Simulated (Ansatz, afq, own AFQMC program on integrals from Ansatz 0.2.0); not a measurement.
# CHSi, doublet in 6-31G, levels against full CI

```yaml
atoms:
  - { symbol: Si, position_ang: [0.0000, 0.0000, 1.4814] }
  - { symbol: C, position_ang: [0.0000, 0.0000, -0.2010] }
  - { symbol: H, position_ang: [0.0000, 0.0000, -1.2804] }
```

Connectivity, by distances: Si–CH.

Basis 6-31G. Noble-gas cores (and the filled d shells of Ga–Kr and In–Xe) are frozen. Ansatz 0.2.0 and our own AFQMC program on the same integrals; the CISD trial comes from CCSD amplitudes, and released means the phaseless constraint is let go. ± is one standard error of the sampling.

Determinant: ROHF, the one that the program's search chose, which needn't be the lowest solution. The geometry is a point of a scan.

Full CI on the same integrals is exact in this basis and with this determinant's frozen core.

Cautions: a spin-contaminated unrestricted determinant lies lower (UHF 262 meV lower, ⟨S²⟩ 1.15); the released energies have errors that jump between times, so the bars are unsure, so no released level is given (meV from the phaseless value at times in 1/Eh: 1 ± 5 at 0.24, 1 ± 4 at 0.51, 7 ± 10 at 0.99, -6 ± 3 at 1.62, -8 ± 3 at 2.40), though the last usable value meets full CI within the noise.

```
T1 diagnostic                               : 0.0249
weight of the determinant in the CISD state : 0.885
size of the correlated space                : 9 electrons in 18 orbitals
```

Reference: full CI, correlation energy -4.039 eV.

| level | E − E(reference) (kJ/mol) | share of correlation (%) |
| --- | --- | --- |
| HF | 389.7 | 0.00 |
| MP2 | 70.7 | 81.85 |
| CCSD | 17.6 | 95.49 |
| CCSD(T) | 4.2 | 98.93 |
| CCSDT | 1.8 | 99.53 |
| CCSDT(Q) | 0.2 | 99.95 |
| CCSDTQ | 0.2 | 99.95 |
| ph-AFQMC/HF | 6.7 ± 2.4 | 98.29 |
| ph-AFQMC/CISD | 1.1 ± 0.4 | 99.72 |

CCSDT and higher add their correlation energy to the determinant of the CCSD(T) run, since their own runs factorise the integrals more tightly (a shift of under 2 meV). A walk keeps the symmetry of its determinant, which the program's search chose and which needn't be the lowest solution, so a lower state of the same spin and another symmetry isn't excluded.
